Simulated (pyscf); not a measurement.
## Addition across a multiple bond or ene-type step: HO–B(OH)–OH (SMILES OB(O)O) + H₂C=CH₂ (SMILES C=C) -> HO–CH₂–CH₂–B(OH)–OH (SMILES OCCB(O)O)

Gas phase, singlet surface, charge 0. Bonds broken: O1–B2. Bonds formed: O1–C8, B2–C9. Single points on ωB97X-D3(BJ)/def2-SVP structures (PySCF, gas phase).

Transition state (Å):

```xyz
13

O     -1.2256    -0.1144     0.6090
B     -0.2787     0.3878    -0.4864
O      0.8836    -0.4117    -0.4672
O     -0.8564     0.5670    -1.7528
H     -0.9528    -1.0194     0.8260
H      1.2371    -0.4906    -1.3591
H     -1.7294     0.9649    -1.6936
C     -0.4213     1.3547     1.5139
C      0.0814     1.9837     0.3609
H     -1.3702     1.6491     1.9700
H      0.2516     0.7889     2.1662
H      1.1654     2.0713     0.2548
H     -0.5022     2.8101    -0.0577
```

One imaginary mode, 606i cm⁻¹; descent along it reached the two sides named, in the forms told below.

```json
[
 {"bond": "O1–B2", "change": "breaks", "reactant side (Å)": "1.367", "saddle": "1.533", "product side": "2.8"},
 {"bond": "O1–C8", "change": "forms", "reactant side (Å)": "4.3", "saddle": "1.904", "product side": "1.422"},
 {"bond": "B2–C9", "change": "forms", "reactant side (Å)": "3.7", "saddle": "1.842", "product side": "1.587"}
]
```

Electronic energies relative to the separated reactants (kJ/mol):

```tsv
level	barrier	reaction energy	reverse barrier
ωB97X-D3(BJ)/def2-TZVP	188.1	+27.3	160.8
PBE/def2-TZVP	169.8	+34.4	135.4
r²SCAN/def2-TZVP	174.7	+36.6	138.1
B3LYP-D3(BJ)/def2-TZVP	196.7	+46.6	150.1
PBE0-D3(BJ)/def2-TZVP	175.7	+22.2	153.5
M06-2X/def2-TZVP	195.5	+42.9	152.6
ωB97M-D3(BJ)/def2-TZVP	192.2	+40.1	152.0
HF/def2-TZVP	276.0	+85.1	191.0
```

With ωB97M-D3(BJ)/def2-TZVP energies and thermal terms (ideal gas, 1 atm, RRHO with modes under 100 cm⁻¹ raised to 100, one conformer, R ln 2 for chiral ones without a mode under 150 cm⁻¹), in kJ/mol:

```json
[
 {"T (K)": "298", "ΔH‡": "192.4", "ΔG‡": "239.0", "ΔH": "+53.0", "ΔG": "+99.4"},
 {"T (K)": "600", "ΔH‡": "194.4", "ΔG‡": "285.5", "ΔH": "+53.4", "ΔG": "+146.5"},
 {"T (K)": "900", "ΔH‡": "197.3", "ΔG‡": "330.5", "ΔH": "+56.2", "ΔG": "+192.6"},
 {"T (K)": "1200", "ΔH‡": "200.2", "ΔG‡": "374.4", "ΔH": "+60.2", "ΔG": "+237.5"}
]
```

On the product side the descent ends in a point that may be a rotor saddle (no frequency run), 16.5 kJ/mol over the lowest minimum found and 144.3 kJ/mol under the saddle at ωB97X-D3(BJ)/def2-TZVP. HO–CH₂–CH₂–B(OH)–OH lies 110.6 kJ/mol over its isomer H₃C–CH₂–O–B(OH)–OH (electronic energy, ωB97M-D3(BJ)/def2-TZVP). This is the saddle that the search found; another between the same sides may lie lower.
